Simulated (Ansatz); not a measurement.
Input file:

```yaml
crystal:
  periodic: [false, false, false]
  atoms:
    - {symbol: Si, position_ang: [0.000000, 0.000000, 0.000000]}
    - {symbol: F, position_ang: [0.000000, 0.000000, 2.349000]}
basis:
  gaussian: {orbitals: aug-cc-pVDZ}
total_charge: -1
magnetization: {spin_polarized: true, initial_magnetization: 0}
correlation: {method: mp2, electrons: outside_noble_gas}
accuracy: high
```

```sh
$ ansatz run in.yaml --threads 1 --pin off --events-out ev --progress --plain --max-ram 2393MiB
```

Output:

```
880 factors; integrals over basis functions are off by at most 3.3e-9 eV
mean field evaluation 1: about -10564.4319 eV, gradient 1.5e1 eV
mean field evaluation 2: about -10564.4853 eV, gradient 1.5e1 eV
mean field evaluation 4: about -10565.9623 eV, gradient 1.4e0 eV
mean field evaluation 8: about -10566.0253 eV, gradient 1.5e-1 eV
mean field evaluation 16: about -10566.0261 eV, gradient 2.7e-8 eV
mean field evaluation 32: about -10567.2506 eV, gradient 2.2e-8 eV
mean field evaluation 64: about -10566.0139 eV, gradient 8.3e-1 eV
mean field evaluation 96: about -10566.0200 eV, gradient 4.4e-1 eV
mean field evaluation 128: about -10565.8541 eV, gradient 9.4e-1 eV
mean field evaluation 160: about -10561.6932 eV, gradient 6.8e0 eV
mean field evaluation 192: about -10566.0261 eV, gradient 6.3e-6 eV
mean field -10567.25056547 eV, -388.3392955414 hartree, gradient 2.3e-8 eV, S^2 1.041040; 16 other end points of the search recorded, 0 dependent functions left out
6 core orbitals not correlated: weight in the atoms' cores, before any rotation towards them, 1.000 or more for the frozen orbitals, at most 0.000 for the correlated occupied ones
reference -10567.25056547 eV, -388.3392955414 hartree; 6, 6 occupied and 38, 38 virtual orbitals, 880 factors
second order -7.73664743 eV of doubles, -0.00000000 eV of singles
Total energy: -10574.98721291 eV, -388.6236120905 hartree
```

Ran on 1 thread of Arm Neoverse V2, shared host: 2.3 s wall, 0.15 GiB peak host memory.
